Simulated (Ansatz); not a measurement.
Born–Oppenheimer molecular dynamics of C₂H₂FS (6 atoms, charge 0, multiplicity 2). It starts at the highest image of a converged band, a first-order saddle point between two minima.

All numbers below come from Ansatz, UKS PBE0-D4/6-31G*.

```json
{"ensemble": "NVE (velocity Verlet)", "time step": "0.5 fs", "steps asked": "200", "starting velocities drawn for": "300 K", "seed": "7606"}
```

First frame:

```xyz
6
Properties=species:S:1:pos:R:3
F 1.469 -0.151 -1.177
C 0.186 -0.320 -0.805
C -0.233 -0.082 0.421
S 0.135 0.515 1.975
H -0.445 -0.678 -1.612
H -1.113 0.716 1.199
```

(1) How far do the bonds stretch over the last three quarters of this one trajectory? (Pairs bonded in most of those frames.)

## Answers

(1) 
| bond | mean (Å) | spread (Å) | shortest | longest |
| --- | --- | --- | --- | --- |
| F1–C2 | 1.359 | 0.034 | 1.30 | 1.42 |
| C2–C3 | 1.328 | 0.042 | 1.26 | 1.41 |
| C2–H5 | 1.090 | 0.024 | 1.05 | 1.13 |
| C3–S4 | 1.715 | 0.037 | 1.66 | 1.79 |
| S4–H6 | 1.387 | 0.070 | 1.27 | 1.53 |

Mean temperature of the second half: 1495 K. The conserved energy stayed within 0.34 meV per atom of its start (net change 0.044 meV per atom), so the integration is sound. The system heated up, since it started high on the potential surface and ran downhill. A run of 0.1 ps of so small a system gives no equilibrium averages.

The run took 6.8 min on 2 threads of Arm Neoverse V1 (shared host), peak memory 0.16 GiB.
